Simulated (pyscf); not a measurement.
Homolytic dissociation enthalpies at 298 K of Ge–N, N–Si, N–Sn bonds in 8 gas-phase molecules, in kcal/mol. Optimised with ωB97X-D3(BJ)/def2-SVP in PySCF. Both columns use the same structures and thermal terms. Rows were drawn at random from the closed-shell molecules with such a bond whose radicals are computed, keep their shape and have no isomer in the data more than 5 kcal/mol lower.

| row | molecule | radicals | PBE/def2-TZVP | ωB97M-D3(BJ)/def2-TZVP |
|---|---|---|---|---|
| 1 | H₂N–Si(NH₂)(NH₂)–F | NH₂• + H₂N–Si•(NH₂)–F | 108.1 | 116.8 |
| 2 | H₃Si–NH–B(Cl)–Cl | SiH₃• + •HN–B(Cl)–Cl | 105.5 | 114.7 |
| 3 | H₂N–Si(NH₂)(Cl)–Cl | NH₂• + H₂N–Si•(Cl)–Cl | 104.7 | 113.2 |
| 4 | H₂N–GeH(Cl)–Cl | NH₂• + Cl–GeH•–Cl | 82.8 | 86.9 |
| 5 | H₂N–Si(SiH₃)(SiH₃)–SiH₂–Cl | NH₂• + H₃Si–Si•(SiH₃)–SiH₂–Cl | 87.3 | 92.4 |
| 6 | H₂N–SnH₂–SnH₃ | NH₂• + •H₂Sn–SnH₃ | 69.5 | 70.1 |
| 7 | H₂N–SiH₂–NH–SiH(NH₂)–NH₂ | H₂N–SiH•–NH–SiH₂–NH₂ + NH₂• | 101.9 | 110.1 |
| 8 | H₂N–SiH(F)–O–SiH₃ | NH₂• + F–SiH•–O–SiH₃ | 108.1 | ? |

Question: Fit a line that carries the PBE values to the last column and predict row 8.

Answer: In the 7 complete rows the last column lies 0.6 to 9.2 kcal/mol from PBE (mean 6.3, median 8.2). Least squares gives y = -14.4 + 1.22·x with residuals of 0.4 kcal/mol (root mean square). For row 8: -14.4 + 1.22 × 108.1 = 117.5 kcal/mol. The computed value is 115.7 kcal/mol, 1.8 under the line. Elements up to Kr have no core potential and no relativistic terms here. Elements past Kr carry the def2 core potentials, without spin-orbit coupling.
